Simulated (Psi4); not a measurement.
Psi4 input (wB97X-D/6-311+G**):

```
memory 1500 MB

molecule {
1 2
F    -1.07548335   -0.31432039   -0.00990984
C    -0.01550143    0.40315107    0.03875512
F     1.09632475   -0.22770926   -0.04219575
H    -0.03196128    1.15138784    0.93877589
H    -0.06260276    1.30797255   -0.70235629
symmetry c1
no_reorient
no_com
}

set {
  basis 6-311+G**
  reference uks
  scf_type pk
  dft_radial_points 99
  dft_spherical_points 590
  e_convergence 1e-8
  d_convergence 1e-7
  maxiter 150
}

e = energy('wb97x-d')
print_out(f'\nFINAL {e:.10f} DIPOLE {variable("CURRENT DIPOLE")[0]:.6f} {variable("CURRENT DIPOLE")[1]:.6f} {variable("CURRENT DIPOLE")[2]:.6f}\n')
```

Output:

```
   => Loading Basis Set <=

    Name: 6-311+G**
    Role: ORBITAL
    Keyword: BASIS
    atoms 1, 3 entry F          line   192 file 6-311pgss.gbs
    atoms 2    entry C          line   129 file 6-311pgss.gbs
    atoms 4-5  entry H          line    42 file 6-311pgss.gbs

   => WB97X-D: Empirical Dispersion <=

    Chai and Head-Gordon Dispersion Correction
    Chai, J.-D.; Head-Gordon, M. (2010), J. Chem. Phys., 132: 6615-6620

        s6 =       1.000000

         ---------------------------------------------------------
                                   SCF
               by Justin Turney, Rob Parrish, Andy Simmonett
                          and Daniel G. A. Smith
                              UKS Reference
         ---------------------------------------------------------

  ==> Geometry <==

    Molecular point group: c1
    Full point group: C1

    Geometry (in Angstrom), charge = 1, multiplicity = 2:

       Center              X                  Y                   Z               Mass
    ------------   -----------------  -----------------  -----------------  -----------------
         F           -1.075483350000    -0.314320390000    -0.009909840000    18.998403162730
         C           -0.015501430000     0.403151070000     0.038755120000    12.000000000000
         F            1.096324750000    -0.227709260000    -0.042195750000    18.998403162730
         H           -0.031961280000     1.151387840000     0.938775890000     1.007825032230
         H           -0.062602760000     1.307972550000    -0.702356290000     1.007825032230

  Running in c1 symmetry.

  Rotational constants: A =      1.82390  B =      0.36444  C =      0.31952 [cm^-1]
  Rotational constants: A =  54679.26165  B =  10925.56724  C =   9578.99077 [MHz]
  Nuclear repulsion =   79.448239271123541

  Charge       = 1
  Multiplicity = 2
  Electrons    = 25
  Nalpha       = 13
  Nbeta        = 12

  ==> Algorithm <==

  SCF Algorithm Type is PK.
  DIIS enabled.
  MOM disabled.
  Fractional occupation disabled.
  Guess Type is SAD.
  Energy threshold   = 1.00e-08
  Density threshold  = 1.00e-07
  Integral threshold = 1.00e-12

  ==> Primary Basis <==

  Basis Set: 6-311+G**
    Blend: 6-311+G**
    Number of shells: 38
    Number of basis functions: 78
    Number of Cartesian functions: 81
    Spherical Harmonics?: true
    Max angular momentum: 2

  ==> DFT Potential <==

   => LibXC <=

    Version 7.1.2
    S. Lehtola, C. Steigemann, M. J. T. Oliveira, and M. A. L. Marques,  SoftwareX 7, 1–5 (2018) (10.1016/j.softx.2017.11.002)

   => Composite Functional: WB97X-D <=

    wB97X-D Hyb-GGA Exchange-Correlation Functional

    J.-D. Chai and M. Head-Gordon,  Phys. Chem. Chem. Phys. 10, 6615–6620 (2008) (10.1039/B810189B)

    Deriv               =              1
    GGA                 =           TRUE
    Meta                =          FALSE

    Exchange Hybrid     =           TRUE
    MP2 Hybrid          =          FALSE

   => Exchange-Correlation Functionals <=

    1.0000   wB97X-D range-separated functional

   => Exact (HF) Exchange <=

    0.7780            HF,LR [omega = 0.2000]
    0.2220               HF

   => LibXC Density Thresholds  <==

    XC_HYB_GGA_XC_WB97X_D:  1.00E-14

   => Molecular Quadrature <=

    Radial Scheme          =       TREUTLER
    Pruning Scheme         =           NONE
    Nuclear Scheme         =       TREUTLER

    Blocking Scheme        =         OCTREE
    BS radius alpha        =              1
    Pruning alpha          =              1
    Radial Points          =             99
    Spherical Points       =            590
    Total Points           =         283451
    Total Blocks           =           2073
    Max Points             =            256
    Max Functions          =             78
    Weights Tolerance      =       1.00E-15

  ==> Integral Setup <==

  Using in-core PK algorithm.
   Calculation information:
      Number of atoms:                   5
      Number of AO shells:              38
      Number of primitives:             69
      Number of atomic orbitals:        81
      Number of basis functions:        78

      Integral cutoff                 1.00e-12
      Number of threads:                 1

  Performing in-core PK
  Using 14243463 doubles for integral storage.
  We computed 267348 shell quartets total.
  Whereas there are 274911 unique shell quartets.

  Computing range-separated integrals for PK
  We computed 267348 wK shell quartets total.
  Whereas there are 274911 wK unique shell quartets.

  ==> DiskJK: Disk-Based J/K Matrices <==

    J tasked:                  Yes
    K tasked:                  Yes
    wK tasked:                 Yes
    Omega:               2.000E-01
    Schwarz Cutoff:          1E-12


  Cached 100.0% of DFT collocation blocks in 0.550 [GiB].

  Minimum eigenvalue in the overlap matrix is 2.9422425987E-03.
  Reciprocal condition number of the overlap matrix is 4.1418108811E-04.
    Using symmetric orthogonalization.

  ==> Pre-Iterations <==

  SCF Guess: Superposition of Atomic Densities via on-the-fly atomic UHF (no occupation information).

   -------------------------
    Irrep   Nso     Nmo
   -------------------------
     A         78      78
   -------------------------
    Total      78      78
   -------------------------

  ==> Iterations <==

                        Total Energy        Delta E     RMS |[F,P]|

   @UKS iter SAD:  -238.69447674241087   -2.38694e+02   0.00000e+00
   @UKS iter   1:  -238.49048825008310    2.03988e-01   3.93706e-03 ADIIS/DIIS
   @UKS iter   2:  -238.49890005095193   -8.41180e-03   4.13937e-03 ADIIS/DIIS
   @UKS iter   3:  -238.52863073057893   -2.97307e-02   5.81458e-04 ADIIS/DIIS
   @UKS iter   4:  -238.52929585910482   -6.65129e-04   1.21823e-04 ADIIS/DIIS
   @UKS iter   5:  -238.52934526077445   -4.94017e-05   3.17120e-05 DIIS
   @UKS iter   6:  -238.52935174060059   -6.47983e-06   1.18226e-05 DIIS
   @UKS iter   7:  -238.52935289918190   -1.15858e-06   2.03885e-06 DIIS
   @UKS iter   8:  -238.52935294553507   -4.63532e-08   4.42465e-07 DIIS
   @UKS iter   9:  -238.52935294692182   -1.38675e-09   8.16733e-08 DIIS
  Energy and wave function converged.

  ==> Post-Iterations <==

   Electrons on quadrature grid:
      Nalpha   =   12.9999997759 ; deviation = -2.241e-07
      Nbeta    =   11.9999998600 ; deviation = -1.400e-07
      Ntotal   =   24.9999996359 ; deviation = -3.641e-07

   @Spin Contamination Metric:   3.113945602E-03
   @S^2 Expected:                7.500000000E-01
   @S^2 Observed:                7.531139456E-01
   @S   Expected:                5.000000000E-01
   @S   Observed:                5.000000000E-01

    Orbital Energies [Eh]
    ---------------------

    Alpha Occupied:

       1A    -25.187569     2A    -25.187566     3A    -10.819331
       4A     -1.747922     5A     -1.686353     6A     -1.157603
       7A     -1.015929     8A     -1.001963     9A     -1.001314
      10A     -0.883835    11A     -0.850338    12A     -0.846650
      13A     -0.760656

    Alpha Virtual:

      14A     -0.146542    15A     -0.119410    16A     -0.109868
      17A     -0.104964    18A     -0.045689    19A      0.000001
      20A      0.006091    21A      0.010091    22A      0.105543
      23A      0.113750    24A      0.123150    25A      0.142220
      26A      0.151957    27A      0.172661    28A      0.210201
      29A      0.220748    30A      0.256887    31A      0.332716
      32A      0.373966    33A      0.414960    34A      0.428691
      35A      0.694070    36A      0.803223    37A      0.812393
      38A      1.048237    39A      1.095953    40A      1.098122
      41A      1.124735    42A      1.171179    43A      1.179844
      44A      1.209039    45A      1.405501    46A      1.421012
      47A      1.445235    48A      1.500739    49A      1.536650
      50A      1.622970    51A      1.659278    52A      1.830125
      53A      1.999100    54A      2.054905    55A      2.336675
      56A      2.410087    57A      2.846534    58A      2.936626
      59A      3.157274    60A      3.496445    61A      3.506787
      62A      3.538874    63A      3.614295    64A      3.676620
      65A      3.822890    66A      3.867051    67A      4.051569
      68A      4.480957    69A      4.682805    70A      6.019389
      71A      6.041066    72A      6.053028    73A      6.103625
      74A      6.401083    75A      6.620949    76A     23.446998
      77A     66.526988    78A     66.543888

    Beta Occupied:

       1A    -25.181157     2A    -25.181146     3A    -10.816402
       4A     -1.733649     5A     -1.670722     6A     -1.127044
       7A     -1.000827     8A     -0.993829     9A     -0.953331
      10A     -0.839147    11A     -0.833276    12A     -0.830151

    Beta Virtual:

      13A     -0.479580    14A     -0.137767    15A     -0.106126
      16A     -0.100835    17A     -0.096147    18A     -0.031621
      19A      0.010211    20A      0.014301    21A      0.016175
      22A      0.105981    23A      0.117110    24A      0.124977
      25A      0.142646    26A      0.159433    27A      0.175651
      28A      0.211173    29A      0.239236    30A      0.256656
      31A      0.351016    32A      0.384495    33A      0.426029
      34A      0.432046    35A      0.697917    36A      0.825674
      37A      0.832718    38A      1.050063    39A      1.100240
      40A      1.114011    41A      1.142785    42A      1.174340
      43A      1.201859    44A      1.212413    45A      1.436009
      46A      1.440700    47A      1.464504    48A      1.519644
      49A      1.540933    50A      1.631772    51A      1.677237
      52A      1.843153    53A      2.030399    54A      2.090850
      55A      2.375162    56A      2.445361    57A      2.851815
      58A      2.960172    59A      3.168258    60A      3.515957
      61A      3.527435    62A      3.557346    63A      3.635148
      64A      3.681613    65A      3.842514    66A      3.887131
      67A      4.055714    68A      4.491090    69A      4.689830
      70A      6.046376    71A      6.047014    72A      6.079926
      73A      6.109365    74A      6.407360    75A      6.626988
      76A     23.452647    77A     66.531656    78A     66.548555

    Final Occupation by Irrep:
              A
    DOCC [    12 ]
    SOCC [     1 ]
    NA   [    13 ]
    NB   [    12 ]

  @UKS Final Energy:  -238.52935294692182

   => Energetics <=

    Nuclear Repulsion Energy =             79.4482392711235406
    One-Electron Energy =                -479.7846318326533606
    Two-Electron Energy =                 180.6284864148154270
    DFT Exchange-Correlation Energy =     -18.8210672254763089
    Empirical Dispersion Energy =          -0.0003795747311462
    VV10 Nonlocal Energy =                  0.0000000000000000
    Total Energy =                       -238.5293529469218186

  UHF NO Occupations:
  HONO-2 :   11  A 1.9994658
  HONO-1 :   12  A 1.9993123
  HONO-0 :   13  A 1.0000000
  LUNO+0 :   14  A 0.0006877
  LUNO+1 :   15  A 0.0005342
  LUNO+2 :   16  A 0.0002660
  LUNO+3 :   17  A 0.0000233

Computation Completed

Properties will be evaluated at   0.000000,   0.000000,   0.000000 [a0]

Properties computed using the SCF density matrix

 Multipole Moments:

 ------------------------------------------------------------------------------------
     Multipole            Electronic (a.u.)      Nuclear  (a.u.)        Total (a.u.)
 ------------------------------------------------------------------------------------

 L = 1.  Multiply by 2.5417464519 to convert [e a0] to [Debye]
 Dipole X            :         -0.0581239           -0.0000000           -0.0581240
 Dipole Y            :          1.5116511           -0.0000001            1.5116511
 Dipole Z            :          0.1453158            0.0000000            0.1453158
 Magnitude           :                                                    1.5197316

 ------------------------------------------------------------------------------------

FINAL -238.5293529469 DIPOLE -0.058124 1.511651 0.145316

*** Psi4 exiting successfully. Buy a developer a beer!
```

The dipole moment of an ion depends on the origin.
